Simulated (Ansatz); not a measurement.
`N[SiH]` + H₂O → `O[SiH]` + NH₃  (formal hydrolysis of the Si–N bond)

Calculated with Ansatz (gas phase, PBE0-D4/def2-TZVP geometries, no zero-point term in ΔE). CCSD(T)/CBS is extrapolated from def2-TZVPP and def2-QZVPP, frozen cores. Functionals use def2-TZVPP.

| level | ΔE (kJ/mol) | difference from CCSD(T)/CBS |
| --- | --- | --- |
| LDA (SPW92) | -6.1 | 5.5 |
| r2SCANh-D4 | -11.5 | 0.1 |
| r2SCAN0-D4 | -10.8 | 0.8 |
| B2PLYP | -15.0 | -3.4 |
| PBE | -10.8 | 0.8 |
| HF/def2-TZVPP | -18.4 | -6.8 |
| MP2/def2-TZVPP | -12.4 | -0.8 |
| SCS-MP2/def2-QZVPP | -13.9 | -2.3 |
| HF/cc-pV(T+d)Z | -19.2 | -7.6 |
| CCSD/cc-pV(T+d)Z | -15.3 | -3.7 |
| CCSD(T)/CBS | -11.6 | 0 |

Largest T1 diagnostic among the species: 0.016.

Leaving LDA and LC-ωPBE aside and taking each functional with its dispersion term where it has one, the values, not all of them listed here, spread over 7.5 kJ/mol, from B97M-V to revPBE-D4. LDA lies +4.7 kJ/mol from PBE without D4. In def2-TZVPP, CCSD(T) changes the Hartree–Fock value by +4.9 kJ/mol (the triples alone add +0.7 kJ/mol) and MP2 by +6.0 kJ/mol.
